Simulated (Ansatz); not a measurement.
Two members of one family (B2H6-nXn), computed with Ansatz in the gas phase. The two geometries come from different levels. Binding counts from free atoms in the multiplicity of their measured ground term, without zero-point energy. A dash marks a value that wasn't run or was left out as unsound. The structures are stationary points that may keep the symmetry of their start. Remarks come from the PBE and PBE0 runs and from stability tests at other levels; not every state was tested. HOMO above LUMO (over both spins in singlets and doublets, within one spin in higher multiplets; at PBE or PBE0), or a gap under 0.15 eV within one spin, warns that the state may not be the lowest or that an electron is smeared out.

First: diborane mono Cl (singlet, charge 0, PBE-D4/def2-TZVP geometry).

```xyz
8

B     0.490   -0.578    0.364
Cl    2.139   -0.793   -0.258
H     0.130   -1.259    1.278
H     0.235    0.709    0.658
B    -0.615    0.606   -0.330
H    -1.708    0.683    0.151
H    -0.247    1.284   -1.243
H    -0.423   -0.654   -0.619
```

```json
{"level": "PBE-D4/def2-SVP", "HOMO (eV)": "-7.27", "LUMO (eV)": "-1.97", "gap (eV)": "5.30", "vertical IE (eV)": "–", "vertical triplet (eV)": "–", "binding per atom (eV)": "3.39"}
{"level": "r2SCAN-D4/def2-TZVP", "HOMO (eV)": "-7.79", "LUMO (eV)": "-1.81", "gap (eV)": "5.98", "vertical IE (eV)": "11.16", "vertical triplet (eV)": "5.86", "binding per atom (eV)": "3.38"}
{"level": "PBE0-D4/def2-SVP", "HOMO (eV)": "-8.71", "LUMO (eV)": "-1.01", "gap (eV)": "7.69", "vertical IE (eV)": "–", "vertical triplet (eV)": "–", "binding per atom (eV)": "3.38"}
{"level": "PBE0-D4/def2-TZVP", "HOMO (eV)": "-8.85", "LUMO (eV)": "-1.14", "gap (eV)": "7.70", "vertical IE (eV)": "11.30", "vertical triplet (eV)": "6.13", "binding per atom (eV)": "3.36"}
{"level": "HSE06-D4/def2-TZVP", "HOMO (eV)": "-8.44", "LUMO (eV)": "-1.53", "gap (eV)": "6.92", "vertical IE (eV)": "–", "vertical triplet (eV)": "–", "binding per atom (eV)": "3.36"}
```

Remarks: gap within one spin near zero at PBE or PBE0 (+1 doublet), HOMO above LUMO (+1 doublet), gap within one spin near zero at PBE or PBE0 (triplet).

Second: diborane mono Me (singlet, charge 0, r2SCAN-D4/def2-TZVP geometry).

```xyz
11

B     0.0161    0.5630   -0.1380
C    -1.1952    0.2157    0.7987
H     0.2088    1.6767   -0.5257
H     1.1788    0.1181    0.3559
B     1.1721   -0.6639   -0.6806
H     2.0732   -0.3463   -1.3911
H     1.0161   -1.7879   -0.3171
H     0.0677   -0.2356   -1.2118
H    -2.1383    0.4873    0.3141
H    -1.1493    0.8116    1.7154
H    -1.2500   -0.8389    1.0801
```

Q: What does the change do? Estimate second minus first.

A: 
```tsv
level	Δ HOMO (eV)	Δ LUMO (eV)	Δ gap (eV)	Δ vertical IE (eV)	Δ vertical triplet (eV)	Δ binding per atom (eV)
PBE-D4/def2-SVP	-0.25	0.44	0.70	–	–	0.24
r2SCAN-D4/def2-TZVP	-0.16	0.56	0.72	-0.13	0.18	0.24
PBE0-D4/def2-SVP	-0.27	0.49	0.76	–	–	0.25
PBE0-D4/def2-TZVP	-0.18	0.55	0.73	-0.01	0.22	0.25
HSE06-D4/def2-TZVP	-0.18	0.55	0.73	–	–	0.25
```
